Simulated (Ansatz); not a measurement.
`OC(F)F` → `F[CH]F`• + `[OH]`•  (homolysis of the C–O bond)

Calculated with Ansatz (gas phase, PBE0-D4/def2-TZVP geometries, no zero-point term in ΔE). CCSD(T)/CBS is the MP2 limit (def2-TZVPP, def2-QZVPP) plus CCSD(T) − MP2 in def2-TZVPP, frozen cores. This one scheme is used for every species. DFT in def2-TZVPP. Open shells (•) are unrestricted, without spin–orbit coupling. One conformer a species, not always the lowest.

```tsv
level	ΔE (kJ/mol)
revPBE-D4	463.3
B97M-V	477.2
r2SCAN0-D4	453.9
BHLYP-D4	446.0
ωB97M-V	489.0
r2SCANh	458.7
CCSD/def2-TZVPP	466.6
MP2/CBS(def2)	519.5
```

(1) What does CCSD(T)/CBS give? (An estimate is asked.)

(2) What do rigid-rotor, harmonic-oscillator terms from PBE0-D4/def2-TZVP frequencies (298.15 K, 1 bar) make of the CCSD(T)/CBS value? (Best estimate.)

Largest T1 diagnostic among the species: 0.015.

Answers

(1) The calculation gave: +489.7 kJ/mol. The listed levels differ from it by -26.4, -12.5, -35.8, -43.7, -0.7, -31.0, -23.1, 29.8 kJ/mol.

(2) Ansatz gave: ΔZPE = -25.6 kJ/mol, ΔH = +470.7 kJ/mol, ΔS = 166 J/(mol·K), ΔG = +421.3 kJ/mol. Open shells count their whole term as degenerate.

From r2SCAN to r2SCAN0 (25 % exact exchange), in def2-TZVPP and without D4, ΔE moves by −9.5 kJ/mol: exact exchange takes away binding that semilocal exchange gives to molecules. At CCSD(T), def2-SVP lies −11.1 kJ/mol from the extrapolated value and def2-TZVPP −11.1 kJ/mol.
